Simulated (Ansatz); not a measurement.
Exact exchange and the electronic atomisation energy of C3H4O (cyclopropanone)

The species is C3H4O (8 atoms), meant as a singlet with charge 0. SMILES: `O=C1CC1`. The shape is that of a PBE0-D4/def2-TZVP optimisation.

The electronic atomisation energy y, in eV, basis 6-311+G(d,p); a is the functional's share of exact exchange. Programs: Ansatz 0.2.0.

| functional | program | a | y (eV) |
| --- | --- | --- | --- |
| PBE | Ansatz | 0 | 36.06 |
| r2SCAN | Ansatz | 0 | 35.00 |
| B3LYP | Ansatz | 0.2 | ? |
| PBE0 | Ansatz | 0.25 | 35.13 |
| r2SCAN0 | Ansatz | 0.25 | 34.26 |
| BHLYP | Ansatz | 0.5 | 33.20 |

Q: Fit y = c + s·a to the known rows and predict B3LYP.

A: 
1. Means of the 5 rows: a = 0.2000, y = 34.730.
2. Σ(Δa)² = 0.175, Σ(Δa·Δy) = -0.7825, so the slope is -0.7825/0.175 = -4.4714.
3. Intercept: 34.730 − (-4.4714) × 0.2000 = 35.624. The largest residual of the fit is 0.62.
4. B3LYP: 35.624 + (-4.4714) × 0.2 = 34.73 eV.

The run gave 34.56 eV, so the prediction is off by +0.17 eV, within the largest residual. The rows mix families of semi-local functionals, which the line can't see.
